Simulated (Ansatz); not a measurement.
System: C4H3S, charge 0, multiplicity 2. It need not be the lowest isomer of its formula. SMILES: [c]1cccs1
Structure (B3LYP-D3(BJ)/def2-TZVP (Ansatz, a quantum-chemistry and plane-wave program) minimum search):
```xyz
8

S     -0.0004     0.0646     1.2100
C     -0.0118     1.2441    -0.0151
C      0.0112    -1.1811     0.0014
C     -0.0076     0.7751    -1.2817
C      0.0060    -0.6593    -1.2588
H      0.0210    -2.2174     0.2977
H     -0.0134     1.3765    -2.1780
H      0.0116    -1.2659    -2.1536
```
Charge 0, spin multiplicity 2.

Parts of the frozen-core correlation energy in 6-31G* (Ansatz, hartree). Frozen orbitals: 9; correlated occupied orbitals by spin: 13 and 12; virtual: 63 and 64. Open shells are spin-unrestricted. No spin-orbit coupling. No relativistic terms.

| term | value |
|---|---|
| reference (HF) | -550.64032 |
| MP2 opposite-spin | [?] |
| MP2 same-spin | [?] |
| CCSD correlation | -0.63391 |
| (T) | [?] |
| T1 diagnostic | 0.044 |
| largest doubles amplitude | 0.084 |
| <S^2> of the reference | 1.167 |

Fill in the missing entries.


- MP2 opposite-spin, value: -0.42099
- MP2 same-spin, value: -0.15676
- (T), value: -0.02956
